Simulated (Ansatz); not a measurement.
This script for a composite energy at a relaxed geometry of NS (charge -1) with Ansatz's Python interface holds a mistake.

`composite.py`
```python
'''Relax NS(-) cheaply, then refine its energy.'''

import itertools
import warnings

import ansatz as az
from ase.data import atomic_numbers, covalent_radii
import numpy as np

warnings.simplefilter('ignore', az.DeckWarning)

ns = (
    az.Crystal.molecule()
    .atom('S', (0.0, 0.0, 0.0))
    .atom('N', (0.0, 0.0, 1.74))
)

model = (
    ns.calculation()
    .basis(gaussian='def2-SVP')
    .functional('b3lyp')
    .charge(-1)
    .spin('collinear', total=2)
    .stress()
)
symbols = [site.symbol for site in ns.cartesian_sites]
start = np.array([site.position_ang for site in ns.cartesian_sites], dtype=float)
report = model.relax(force_tolerance=0.01, max_steps=30).run().report
end = np.array(report['positions_ang'])
# pairs closer than 1.2 times the sum of covalent radii, before or after
radius = [covalent_radii[atomic_numbers[s]] for s in symbols]
span = lambda where, i, j: np.linalg.norm(where[i] - where[j])
bonded = [(i, j) for i, j in itertools.combinations(range(len(symbols)), 2) if min(span(start, i, j), span(end, i, j)) < 1.2 * (radius[i] + radius[j])]
print('pair        before    after (A)')
for i, j in bonded:
    print(f'{symbols[i]}{i}-{symbols[j]}{j}'.ljust(10), f'{span(start, i, j):8.4f} {span(end, i, j):8.4f}')

minimum = az.Crystal.molecule()
for symbol, place in zip(symbols, end):
    minimum = minimum.atom(symbol, place.tolist())
at_minimum = minimum.calculation().charge(-1).spin('collinear', total=2)
# MP2 extrapolated to the basis limit, plus the small-basis difference CCSD(T) - MP2
level = lambda method, basis: at_minimum.basis(gaussian=basis).correlation(method).run().report
small, large, cluster = level('mp2', 'cc-pVDZ'), level('mp2', 'cc-pVTZ'), level('ccsd_t', 'cc-pVDZ')
corr = lambda each: (each['free_energy_ev'] - each['reference_energy_ev']) / 27.211386246
mp2_limit = (27 * corr(large) - 8 * corr(small)) / 19
pieces = {'HF / cc-pVTZ': large['reference_energy_ev'] / 27.211386246, 'MP2 correlation, DZ-TZ limit': mp2_limit, 'CCSD(T) - MP2 / cc-pVDZ': corr(cluster) - corr(small)}
for name, value in pieces.items():
    print(f'{name:32s} {value:14.6f} Ha')
print(f'{"sum":32s} {sum(pieces.values()):14.6f} Ha')
print('T1 diagnostic', round(cluster['correlation']['coupled_cluster']['t1_diagnostic'], 4))
```

```console
$ python composite.py
Traceback (most recent call last):
  File "composite.py", line 28, in <module>
    report = model.relax(force_tolerance=0.01, max_steps=30).run().report
             ~~~~~~~~~~~~~~~~~~~~~~~~~~~~~~~~~~~~~~~~~~~~~~~~~~~^^
  ...
ansatz.RefusalError: invalid value for `basis.gaussian`: such a run doesn't read output.stress; remove what it names
$ echo $?
1
```
(Library frames cut from the traceback.)

Why does it end like this?

The fault: a molecule has no stress. The correction:

```diff
--- before
+++ after
@@ -23,3 +23,2 @@
     .spin('collinear', total=2)
-    .stress()
 )
@@ -27,3 +26,3 @@
 start = np.array([site.position_ang for site in ns.cartesian_sites], dtype=float)
-report = model.relax(force_tolerance=0.01, max_steps=30).run().report
+report = model.relax(force_tolerance=0.01, max_steps=100).run().report
 end = np.array(report['positions_ang'])
```

The mended script runs so:

`python composite.py` gives:
```text
pair        before    after (A)
S0-N1        1.7400   1.6257
HF / cc-pVTZ                        -451.984706 Ha
MP2 correlation, DZ-TZ limit          -0.358766 Ha
CCSD(T) - MP2 / cc-pVDZ               -0.035918 Ha
sum                                 -452.379390 Ha
T1 diagnostic 0.036
```

Total energies depend on the basis set; only differences at equal settings carry meaning. The sum leaves out core correlation, relativity, the Hartree-Fock basis error and zero-point energy; a DZ-TZ extrapolation is rough. The species is open-shell (spin multiplicity 3). b3lyp holds the VWN-RPA fit, as in Gaussian; the form of ORCA and Turbomole is b3lyp5. Inner cores stay frozen, so this is valence correlation. For Al to Cl the sets with a tight d function, cc-pV(X+d)Z, are usual. The spin state was assumed, and another may lie lower. An extrapolation from small basis sets is rough. Anions want diffuse functions, which this basis lacks. Hardware and time: 4.4 s on 1 thread of Arm Neoverse V2, with other jobs on the host, peak memory 0.17 GiB.

(A comment or docstring line of the script was reworded after the run, the code is as it ran.)
